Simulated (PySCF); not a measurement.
How well do the runs reproduce experiment for propionitrile?

**Experimental background.**

NIST CCCBDB Release 22 (SRD 101), experimental dipoles lists, for the gas: dipole moment 4.011 D.

NIST CCCBDB Release 22 (SRD 101), experimental polarizabilities lists, for the gas: mean polarisability 6.24 Å³.

The runs below try to reproduce these values; the comparison stands at the end.

Compound: propionitrile, C3H5N.
Numbering: `[CH3:1][CH2:2][C:3]#[N:4]` (hydrogens: H5, H6, H7 on C1; H8, H9 on C2)

Geometry (GFN2-xTB, Å), atoms numbered from 1 in this order:
```
atom  x, y, z in Å
C1    -0.9640   -0.2959    0.0853
C2     0.2971    0.4658   -0.3276
C3     1.4661   -0.0973    0.2999
N4     2.3846   -0.5538    0.8041
H5    -1.1010   -0.2491    1.1633
H6    -0.8909   -1.3409   -0.2076
H7    -1.8355    0.1406   -0.3968
H8     0.2229    1.5170   -0.0340
H9     0.4342    0.4195   -1.4118
```

Runs made with PySCF (gas phase, on this GFN2-xTB geometry; no spin–orbit coupling):

| level | job | basis functions | wall time |
| --- | --- | --- | --- |
| B3LYP/def2-SVPD | 8 singlets by full TDDFT, 3 Tamm–Dancoff triplets, polarisability | 120 | 6.3 s |

Hardware: an Arm Neoverse V1 with one thread (shared host).

**Comparison with experiment**

**Dipole moment.** Measured: 4.011 D (NIST CCCBDB Release 22 (SRD 101), experimental dipoles).

```csv
level,computed (D),computed − measured (D),% (from the printed values)
B3LYP/def2-SVPD,4.077,+0.066,+2
```

The computed dipoles belong to one fixed geometry; measured ones are averaged over vibrations unless marked μe. Magnitudes are compared, not signs.

**Mean polarisability.** Measured: 6.24 Å³ (NIST CCCBDB Release 22 (SRD 101), experimental polarizabilities).

```tsv
level	computed (Å³)	computed − measured (Å³)	% (from the printed values)
B3LYP/def2-SVPD	6.01	-0.23	-4
```

The computed values are static and purely electronic, with core orbitals frozen in the response (1 au = 0.148185 Å³). The table of measured values doesn't say here whether a value is static or optical, or holds a vibrational part.

No measured geometry was used, and the causes of the misses weren't examined.
